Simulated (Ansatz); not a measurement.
Geometry optimisation, UKS PBE/def2-TZVP (Ansatz 0.2.0).

Input:

```yaml
crystal:
  periodic: [false, false, false]
  atoms:
    - { symbol: H, position_ang: [0.54789, -1.004372, -0.518745] }
    - { symbol: "N", position_ang: [0.234475, -1.055081, 0.449076] }
    - { symbol: C, position_ang: [-0.266596, 1.223096, -0.534276] }
    - { symbol: "N", position_ang: [-0.487496, 2.268884, -1.022987] }
    - { symbol: H, position_ang: [0.747014, -0.43822, 1.07465] }
    - { symbol: H, position_ang: [-0.775486, -0.994408, 0.552382] }
magnetization:
  spin_polarized: true
  initial_magnetization: 1
basis:
  gaussian: { orbitals: def2-TZVP }
hamiltonian:
  xc: pbe
relax:
  f_tol: 0.03
  max_steps: 50
```

Run as:

```bash
$ ansatz run input.yaml --threads 4 --pin off --max-ram 5120MiB --backend cpu --events-out ev --progress --plain --runs-dir out
```

Problem. Where does it end, and by what steps?

Solution. The run converged. After 5 steps the energy has fallen by 0.008 eV; H1 moved furthest, 0.08 Å.

```
step  energy less start (eV)  largest force component (eV/Å)  accepted
   0                  0.0000                           0.138       yes
   1                  0.0129                           0.635        no
   2                  0.0388                           2.979        no
   3                 -0.0053                           0.063       yes
   4                 -0.0071                           0.146       yes
   5                 -0.0076                           0.012       yes
```

```xyz
6
Properties=species:S:1:pos:R:3
H 0.573 -1.081 -0.511
N 0.227 -1.029 0.443
C -0.269 1.197 -0.500
N -0.489 2.242 -0.985
H 0.741 -0.384 1.037
H -0.783 -0.945 0.516
```

Whether the end is a true minimum wasn't checked by a vibrational analysis.

Time of the run: 8.4 s on 4 threads of Arm Neoverse N1, on a shared host, peak memory 0.17 GiB.
